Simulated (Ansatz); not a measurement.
# How far each method lies from RCCSDTQ for [Br···H···Si], triplet

Geometry: a point of a hydrogen-transfer path between rigid fragments, not a stationary point.

```yaml
atoms:
  - { symbol: Br, position_ang: [0.0000, 0.0000, -1.5692] }
  - { symbol: H, position_ang: [0.0000, 0.0000, -0.1486] }
  - { symbol: Si, position_ang: [0.0000, 0.0000, 1.7178] }
```

Basis cc-pVDZ; Ansatz 0.2.0. Only valence electrons are correlated (noble-gas cores and the filled d shells of p-block atoms frozen), which leaves 12 electrons in 31 orbitals. Prefix R: restricted or restricted open-shell reference; prefix U: unrestricted. Active spaces: pair = (4e, 4o) about the gap; valence = (12e, 9o) chosen from the atoms' valence shells. No spin–orbit coupling is included, and no scalar relativity.

Full CI isn't at hand for all of this; RCCSDTQ serves as the reference, and is uncertain by about the last step of the cluster series. The frozen core follows each run's orbitals, which can shift R against U totals by a few meV for light atoms and by up to 0.1 eV past Ca.

For open shells CISD is restricted-active-space CI with the open shells as a complete middle space.

- UHF ⟨S²⟩: 2.018
- T1 diagnostic (RCCSD): 0.0170
- largest doubles amplitude (RCCSD): 0.084

| level | E − E(RHF) (eV) |
| --- | --- |
| RMP2 | -5.0067 |
| RCCSD | -5.8986 |
| RCCSD(T) | -6.0198 |

(1) Estimate how far RCCSDTQ in cc-pVDZ lies from RCCSD(T). The table doesn't fix it; the size of (T) and the diagnostics are the guide.

(1) RCCSDTQ in cc-pVDZ lies 3.0 kJ/mol below RCCSD(T), which is 25 % of the (T) step (-11.7 kJ/mol). The diagnostics give no warning, yet the rest is a sizeable part of (T).

The other levels:

```json
{"level": "CISD", "E − E(RCCSDTQ) (kJ/mol)": "60.0", "share of correlation (%)": "89.72", "wall time": "4.6 s"}
{"level": "BCCD(T)", "E − E(RCCSDTQ) (kJ/mol)": "2.9", "share of correlation (%)": "99.50", "wall time": "7 s"}
{"level": "RCCSDT", "E − E(RCCSDTQ) (kJ/mol)": "1.0", "share of correlation (%)": "99.83", "wall time": "–"}
{"level": "RCCSDT(Q)", "E − E(RCCSDTQ) (kJ/mol)": "0.1", "share of correlation (%)": "99.99", "wall time": "20 s"}
{"level": "CASSCF (pair space)", "E − E(RCCSDTQ) (kJ/mol)": "539.5", "share of correlation (%)": "7.58", "wall time": "–"}
{"level": "NEVPT2 (pair space)", "E − E(RCCSDTQ) (kJ/mol)": "102.2", "share of correlation (%)": "82.50", "wall time": "7 s"}
{"level": "MRCISD (pair space)", "E − E(RCCSDTQ) (kJ/mol)": "52.4", "share of correlation (%)": "91.02", "wall time": "–"}
{"level": "MRCISD+Q (pair space)", "E − E(RCCSDTQ) (kJ/mol)": "-0.4", "share of correlation (%)": "100.06", "wall time": "8 s"}
{"level": "CASSCF (valence space)", "E − E(RCCSDTQ) (kJ/mol)": "493.2", "share of correlation (%)": "15.51", "wall time": "–"}
{"level": "NEVPT2 (valence space)", "E − E(RCCSDTQ) (kJ/mol)": "116.0", "share of correlation (%)": "80.13", "wall time": "10 s"}
{"level": "MRCISD (valence space)", "E − E(RCCSDTQ) (kJ/mol)": "42.8", "share of correlation (%)": "92.67", "wall time": "–"}
{"level": "MRCISD+Q (valence space)", "E − E(RCCSDTQ) (kJ/mol)": "0.9", "share of correlation (%)": "99.84", "wall time": "12 s"}
```

The correlation energy at RCCSDTQ, counted from RHF, is -6.051 eV. That run took 46 s on 2 threads of AMD EPYC 7R13 with a shared H100 80 GB, shared host.

Run but not shown, since their state or frozen core can't be matched to the reference's or they repeat it: UHF, UMP2, UCCSD, UCCSD(T), UCCSDT, UCCSDT(Q).

Times hold each run's SCF and search for its determinant on a shared host, so for small cases they say little of a method's own cost; they ran on 1 thread of AMD EPYC 7R13.

Natural occupations of CASSCF (valence space) about the gap: 1.999 1.972 1.957 1.000 1.000 0.050 0.023; effectively unpaired electrons, Σ n²(2−n)², 2.02.
